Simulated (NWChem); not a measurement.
Everything below was run with NWChem. System: formic acid (CH2O2), charge 0, spin multiplicity 1, at a geometry optimised with PBE0/def2-SVP. Level: RI-MP2/cc-pVTZ, 3 core orbitals frozen.

Job file:

```
start mol
memory heap 200 mb stack 900 mb global 1100 mb
geometry units angstroms nocenter noautoz
  O      0.744122     0.827576     0.000000
  C      0.177284    -0.377620     0.000000
  O     -1.000647    -0.584248     0.000000
  H      0.024469     1.480561     0.000000
  H      0.964025    -1.161465     0.000000
  symmetry group Cs
end
basis spherical
  * library cc-pvtz
end
basis "ri-mp2 basis" spherical
  * library cc-pvtz-ri
end
scf
  rhf
  nopen 0
  maxiter 100
  thresh 1e-7
  semidirect memsize 60000000 filesize 0
end
mp2
  freeze core 3
end
task rimp2 energy
```

NWChem printed:

```
             Northwest Computational Chemistry Package (NWChem) 7.3.0
             --------------------------------------------------------

                                NWChem Input Module
                                -------------------

 Scaling coordinates for geometry "geometry" by  1.889725989
 (inverse scale =  0.529177249)

 Turning off AUTOSYM since
 SYMMETRY directive was detected!

                             Geometry "geometry" -> ""
                             -------------------------

 Output coordinates in angstroms (scale by  1.889725989 to convert to a.u.)

  No.       Tag          Charge          X              Y              Z
 ---- ---------------- ---------- -------------- -------------- --------------
    1 O                    8.0000     0.74412200     0.82757600     0.00000000
    2 C                    6.0000     0.17728400    -0.37762000     0.00000000
    3 O                    8.0000    -1.00064700    -0.58424800     0.00000000
    4 H                    1.0000     0.02446900     1.48056100     0.00000000
    5 H                    1.0000     0.96402500    -1.16146500     0.00000000

 Effective nuclear repulsion energy (a.u.)      70.5269706105

            Nuclear Dipole moment (a.u.)
            ----------------------------
        X                 Y               Z
 ---------------- ---------------- ----------------
    -0.0000037795     0.0000000000     0.0000000000

      Symmetry information
      --------------------

 Group name             Cs
 Group number              2
 Group order               2
 No. of unique centers     5

      Symmetry unique atoms

     1    2    3    4    5


 Summary of "ao basis" -> "" (spherical)
 ------------------------------------------------------------------------------
       Tag                 Description            Shells   Functions and Types
 ---------------- ------------------------------  ------  ---------------------
 *                          cc-pvtz                   on all atoms

 Summary of "ri-mp2 basis" -> "" (spherical)
 ------------------------------------------------------------------------------
       Tag                 Description            Shells   Functions and Types
 ---------------- ------------------------------  ------  ---------------------
 *                         cc-pvtz-ri                 on all atoms

 Summary of "ao basis" -> "ao basis" (spherical)
 ------------------------------------------------------------------------------
       Tag                 Description            Shells   Functions and Types
 ---------------- ------------------------------  ------  ---------------------
 O                          cc-pvtz                 10       30   4s3p2d1f
 C                          cc-pvtz                 10       30   4s3p2d1f
 H                          cc-pvtz                  6       14   3s2p1d

                                 NWChem SCF Module
                                 -----------------

  ao basis        = "ao basis"
  functions       =   118
  atoms           =     5
  closed shells   =    12
  open shells     =     0
  charge          =   0.00
  wavefunction    = RHF
  use symmetry    = T
  symmetry adapt  = T

 Summary of "ao basis" -> "ao basis" (spherical)
 ------------------------------------------------------------------------------
       Tag                 Description            Shells   Functions and Types
 ---------------- ------------------------------  ------  ---------------------
 O                          cc-pvtz                 10       30   4s3p2d1f
 C                          cc-pvtz                 10       30   4s3p2d1f
 H                          cc-pvtz                  6       14   3s2p1d

      Symmetry analysis of basis
      --------------------------

        a'         80
        a"         38

 Forming initial guess at       0.1s

      Superposition of Atomic Density Guess
      -------------------------------------

 Sum of atomic energies:        -188.23145416

      Non-variational initial energy
      ------------------------------

 Total energy =    -189.409151
 1-e energy   =    -397.161278
 2-e energy   =     137.225157
 HOMO         =      -0.401463
 LUMO         =       0.029903

      Symmetry analysis of molecular orbitals - initial
      -------------------------------------------------

  Numbering of irreducible representations:

     1 a'          2 a"

  Orbital symmetries:

     1 a'          2 a'          3 a'          4 a'          5 a'
     6 a'          7 a'          8 a'          9 a"         10 a'
    11 a"         12 a'         13 a"         14 a'         15 a'
    16 a'         17 a'         18 a"         19 a'         20 a'
    21 a'         22 a'

 Starting SCF solution at       3.2s

 ----------------------------------------------
         Quadratically convergent ROHF

 Convergence threshold     :          1.000E-07
 Maximum no. of iterations :          100
 Final Fock-matrix accuracy:          1.000E-09
 ----------------------------------------------

              iter       energy          gnorm     gmax       time
             ----- ------------------- --------- --------- --------
                 1     -188.7474982970  1.33D+00  3.34D-01      3.4
                 2     -188.8320142509  3.40D-01  6.29D-02      3.8
                 3     -188.8413126240  1.41D-02  6.54D-03      4.6
                 4     -188.8413511326  1.19D-04  3.18D-05      5.8
                 5     -188.8413511338  3.80D-09  8.46D-10      7.7

       Final RHF  results
       ------------------

         Total SCF energy =   -188.841351133781
      One-electron energy =   -398.788630669143
      Two-electron energy =    139.420308924815
 Nuclear repulsion energy =     70.526970610548

        Time for solution =      4.5s

       Symmetry analysis of molecular orbitals - final
       -----------------------------------------------

  Numbering of irreducible representations:

     1 a'          2 a"

  Orbital symmetries:

     1 a'          2 a'          3 a'          4 a'          5 a'
     6 a'          7 a'          8 a'          9 a"         10 a'
    11 a"         12 a'         13 a'         14 a"         15 a'
    16 a'         17 a'         18 a"         19 a'         20 a'
    21 a'         22 a'

             Final eigenvalues
             -----------------

              1
    1  -20.6255
    2  -20.5610
    3  -11.3927
    4   -1.4804
    5   -1.3775
    6   -0.8934
    7   -0.7244
    8   -0.7114
    9   -0.6401
   10   -0.6015
   11   -0.4953
   12   -0.4709
   13    0.1467
   14    0.1644
   15    0.1702
   16    0.3036
   17    0.3427
   18    0.4264
   19    0.4852
   20    0.5467
   21    0.5716
   22    0.6082

                       ROHF Final Molecular Orbital Analysis
                       -------------------------------------

 Vector   10  Occ=2.000000D+00  E=-6.014829D-01  Symmetry=a'
              MO Center=  1.9D-01,  1.0D-01,  8.1D-15, r^2= 2.1D+00
   Bfn.  Coefficient  Atom+Function         Bfn.  Coefficient  Atom+Function
  ----- ------------  ---------------      ----- ------------  ---------------
     8      0.290177  1 O  px                 5      0.231056  1 O  px
    68      0.231792  3 O  px                11      0.191068  1 O  px
     4      0.185623  1 O  s                 65      0.185069  3 O  px
   106     -0.177031  5 H  s                 92     -0.170162  4 H  s
    35     -0.160796  2 C  px                38     -0.153902  2 C  px

 Vector   11  Occ=2.000000D+00  E=-4.952519D-01  Symmetry=a"
              MO Center= -2.7D-01, -6.3D-02, -9.5D-16, r^2= 1.7D+00
   Bfn.  Coefficient  Atom+Function         Bfn.  Coefficient  Atom+Function
  ----- ------------  ---------------      ----- ------------  ---------------
    70      0.327469  3 O  pz                10     -0.286169  1 O  pz
    67      0.255323  3 O  pz                73      0.253241  3 O  pz
    13     -0.250083  1 O  pz                 7     -0.224822  1 O  pz

 Vector   12  Occ=2.000000D+00  E=-4.709293D-01  Symmetry=a'
              MO Center= -5.2D-01, -4.7D-01, -1.2D-15, r^2= 1.5D+00
   Bfn.  Coefficient  Atom+Function         Bfn.  Coefficient  Atom+Function
  ----- ------------  ---------------      ----- ------------  ---------------
    69      0.396672  3 O  py                72      0.324012  3 O  py
    66      0.311938  3 O  py               106      0.177577  5 H  s

 Vector   13  Occ=0.000000D+00  E= 1.466872D-01  Symmetry=a'
              MO Center= -3.3D-02,  1.6D+00, -7.7D-17, r^2= 4.0D+00
   Bfn.  Coefficient  Atom+Function         Bfn.  Coefficient  Atom+Function
  ----- ------------  ---------------      ----- ------------  ---------------
    93      1.820544  4 H  s                107     -0.941038  5 H  s
     4     -0.754625  1 O  s                 42     -0.612716  2 C  py
    12     -0.522686  1 O  py                11      0.293459  1 O  px
    41      0.241486  2 C  px                92      0.239631  4 H  s

 Vector   14  Occ=0.000000D+00  E= 1.644294D-01  Symmetry=a"
              MO Center=  8.6D-02, -4.4D-01, -6.0D-14, r^2= 2.0D+00
   Bfn.  Coefficient  Atom+Function         Bfn.  Coefficient  Atom+Function
  ----- ------------  ---------------      ----- ------------  ---------------
    43      0.791237  2 C  pz                73     -0.502091  3 O  pz
    40      0.333383  2 C  pz                13     -0.311813  1 O  pz
    37      0.237659  2 C  pz                70     -0.218856  3 O  pz
    67     -0.195151  3 O  pz

 Vector   15  Occ=0.000000D+00  E= 1.701846D-01  Symmetry=a'
              MO Center=  1.3D+00, -1.4D+00,  1.0D-16, r^2= 3.9D+00
   Bfn.  Coefficient  Atom+Function         Bfn.  Coefficient  Atom+Function
  ----- ------------  ---------------      ----- ------------  ---------------
   107      2.729212  5 H  s                 34     -2.310885  2 C  s
    41     -0.851769  2 C  px                42      0.775321  2 C  py
    93      0.405464  4 H  s                 12     -0.301809  1 O  py
    39      0.210380  2 C  py                38     -0.207514  2 C  px
    72     -0.202464  3 O  py               112      0.170390  5 H  py

 center of mass
 --------------
 x =  -0.04023230 y =  -0.01305553 z =   0.00000000

 moments of inertia (a.u.)
 ------------------
          77.464090716405         -61.775612839638           0.000000000000
         -61.775612839638          93.439750901800           0.000000000000
           0.000000000000           0.000000000000         170.903841618205

  Mulliken analysis of the total density
  --------------------------------------

    Atom       Charge   Shell Charges
 -----------   ------   -------------------------------------------------------
    1 O    8     8.32   1.95  1.01  0.23  0.53  1.26  2.20  1.11  0.00  0.02  0.00
    2 C    6     5.63   1.96  0.80  0.17  0.19  0.75  1.21  0.28  0.06  0.19  0.03
    3 O    8     8.39   1.95  1.01  0.23  0.55  1.25  2.15  1.20  0.00  0.03  0.00
    4 H    1     0.74   0.24  0.38  0.05  0.02  0.05  0.01
    5 H    1     0.91   0.26  0.52  0.11  0.01  0.01  0.00

       Multipole analysis of the density wrt the origin
       ------------------------------------------------

     L   x y z        total         open         nuclear
     -   - - -        -----         ----         -------
     0   0 0 0     -0.000000      0.000000     24.000000

     1   1 0 0      0.582754      0.000000     -0.000004
     1   0 1 0      0.347699      0.000000      0.000000
     1   0 0 1     -0.000000      0.000000      0.000000

     2   2 0 0    -15.196999      0.000000     48.418691
     2   1 1 0     -2.979136      0.000000     28.991396
     2   1 0 1      0.000000      0.000000      0.000000
     2   0 2 0    -10.656349      0.000000     45.018498
     2   0 1 1      0.000000      0.000000      0.000000
     2   0 0 2    -12.501177      0.000000      0.000000

                               NWChem RI-MP2 Module
                               --------------------

 Summary of "ri-mp2 basis" -> "ri-mp2 basis" (spherical)
 ------------------------------------------------------------------------------
       Tag                 Description            Shells   Functions and Types
 ---------------- ------------------------------  ------  ---------------------
 O                         cc-pvtz-ri               23       81   8s6p5d3f1g
 C                         cc-pvtz-ri               23       81   8s6p5d3f1g
 H                         cc-pvtz-ri               10       30   4s3p2d1f

 SCF Reference Information:
            File: './mol.movecs'
           Title: ''
    Size (AOxMO):    118 x    118
       Total Occ:              24.00
 RI-MP2 Calculation Information:
          Nr. of AO basis functions:        118
     Nr. of fitting basis functions:        303
               Nr. of MO spin cases:          1
        Nr. of MOs to be correlated:        115
     Nr. of occupied MOs correlated:          9
      Nr. of virtual MOs correlated:        106

          RI integral approximation: 'V'
    Threshold for Schwarz screening:  1.000E-09
 Smallest eigenvalue retained in fit  1.000E-08
    Type of storage for MO integrals 'EAF library'

 Transformation block size    9, requiring     1 integral passes.
 XForm_3cInts: Completed     1:    9 pass.
 Energy evaluation using block sizes     9    9
 RIMP2_V_E2: Approx. ints. done (    1:    9,    1:    9)
 RIMP2_V_E2: Copy to B done (    1:    9,    1:    9)
 RIMP2_V_E2: Denominators done (    1:    9,    1:    9)
 RIMP2_V_E2: Completed block (    1:    9,    1:    9)

          -------------------------------------------
          SCF energy                -188.841351133781
          Correlation energy          -0.629295783492
          Total MP2 energy          -189.470646917273
          -------------------------------------------

 -----------------------
 Performance information
 -----------------------

 Timer overhead =  2.06D-07 seconds/call

               Nr. of calls         CPU time (s)                 Wall time (s)                GFlops
             ---------------    -------------------     ------------------------------   -------------------
Name         Min   Avg   Max    Min     Avg     Max     Min     Avg     Max   Mx/calls   Min     Max     Sum
Overall       1     1     1    9.8     9.8     9.8      9.8     9.8     9.8     9.8      0.0     0.0     0.0
3c integr     1     1     1    1.6     1.6     1.6      1.6     1.6     1.6     1.6      0.0     0.0     0.0
Energy        1     1     1   0.24    0.24    0.24     0.24    0.24    0.24    0.24      0.0     0.0     0.0
3c integr     1     1     1    1.6     1.6     1.6      1.6     1.6     1.6     1.6      0.0     0.0     0.0
First 2/3     3     3     3   1.37E-2 1.37E-2 1.37E-2  1.38E-2 1.38E-2 1.38E-2 4.58E-3   0.0     0.0     0.0
Final 1/3     1     1     1   1.01E-2 1.01E-2 1.01E-2  1.01E-2 1.01E-2 1.01E-2 1.01E-2   0.0     0.0     0.0
Write 3c      1     1     1   1.97E-3 1.97E-3 1.97E-3  1.97E-3 1.97E-3 1.97E-3 1.97E-3   0.0     0.0     0.0
Read 3c i     1     1     1   7.50E-4 7.50E-4 7.50E-4  7.50E-4 7.50E-4 7.50E-4 7.50E-4   0.0     0.0     0.0
Fitting b     1     1     1   0.14    0.14    0.14     0.14    0.14    0.14    0.14      0.0     0.0     0.0
Schwarz i     1     1     1   5.14E-2 5.14E-2 5.14E-2  5.14E-2 5.14E-2 5.14E-2 5.14E-2   0.0     0.0     0.0
Form 4ci      1     1     1   3.14E-2 3.14E-2 3.14E-2  3.14E-2 3.14E-2 3.14E-2 3.14E-2   0.0     0.0     0.0
Form A &      1     1     1   0.20    0.20    0.20     0.20    0.20    0.20    0.20      0.0     0.0     0.0
Denominat     1     1     1   1.21E-3 1.21E-3 1.21E-3  1.21E-3 1.21E-3 1.21E-3 1.21E-3   0.0     0.0     0.0
Pair Ener     1     1     1   6.29E-3 6.29E-3 6.29E-3  6.29E-3 6.29E-3 6.29E-3 6.29E-3   0.0     0.0     0.0

 The average no. of pstat calls per process was 1.60D+01
 with a timing overhead of 3.30D-06s

 Task  times  cpu:        9.8s     wall:        9.8s

 Total times  cpu:        9.8s     wall:        9.8s
```
